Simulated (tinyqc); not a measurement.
UHF in the sto-3g basis, for H3O+, spin multiplicity 1, step by step. One step of it, computed by the program tinyqc.

Problem. Iteration 2: DIIS coefficients. Solve [B -1; -1 0][c; lambda] = [0; -1] for the coefficients, which sum to one.

B (overlaps of the stored error matrices):
```
,1,2
1,1.3690269e+00,3.0608716e-01
2,3.0608716e-01,1.6800626e-01
```

Give: DIIS coefficients.

Solution.

DIIS coefficients: -0.149  1.149
